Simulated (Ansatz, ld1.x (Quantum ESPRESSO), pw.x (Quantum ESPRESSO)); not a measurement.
# From atom to crystal: TM potential for Rb

rubidium (Rb), norm-conserving Troullier–Martins (Kleinman–Bylander form), made with ld1.x (Quantum ESPRESSO) 7.5 (LDA (PW92), scalar-relativistic). Core [Kr], reference 5s1 5p0. Waves: 5s (bound): rc 4.20 bohr; 5p (bound, empty): rc 3.45 bohr; 4d channel at -0.15 Ry: rc 3.40 bohr. Local part: the d channel. Core correction: a·sin(br)/r model core inside 2.60 bohr.

Crystal test: bcc Rb in pw.x 7.5, no spin, 9³ k-points, Fermi–Dirac smearing 0.01 Ry, cutoffs 50/200 Ry. The reference is all-electron LAPW (Ansatz 0.2.0) with the same functional, mesh and smearing; V0 and B0 come from Birch–Murnaghan fits to the pressures at five volumes. Errors are pseudo minus all-electron; Δ is the rms difference of the E(V) curves that follow from these fits, minima aligned, over ±6 % about the mean V0. Mesh and smearing are coarse, so the numbers serve the comparison and aren't converged zero-temperature values; the lattice is a test structure that the element need not adopt.

All-electron: a0 = 5.376 Å (V0 = 77.71 Å³/atom), B0 = 3.5 GPa.

**Question.** How far does the potential miss the all-electron equation of state?

**Answer.** mean pressure error (GPa): -0.35. The pressure does not cross zero within the volumes sampled, so no fit is given. This is a poor potential for the solid. The pseudo pressure rises with volume over the whole range, a mechanical instability. Note: ghost state, extra bound levels that the all-electron valence spectrum of the same l lacks: s at -13.8 eV. A true bound ghost makes a file unfit for plane-wave use. The logarithmic derivative shows an extra or strongly shifted pseudo pole above the reference energy (p near 0.01 Ry).

| V (Å³/atom) | P all-electron (GPa) | P pseudo (GPa) |
| --- | --- | --- |
| 74.012 | 0.19 | -0.36 |
| 75.959 | 0.08 | -0.35 |
| 77.907 | -0.01 | -0.35 |
| 79.855 | -0.09 | -0.34 |
| 81.802 | -0.16 | -0.33 |

**Question.** At the middle volume, how do free energy and pressure move when the wave cutoff is lowered (ecutrho kept at four times it)?

**Answer.**

```
cutoff (Ry)  shift of F (meV/atom)  shift of P (GPa)
         22                   +2.4             -0.03
         30                   +0.1             -0.00
         40                   +0.0             +0.00
```

The run at the middle volume (35 k-points, 13 iterations) took about 13 s on one core of a shared host (Neoverse-V1, 32 threads, 247 GiB, load 14).
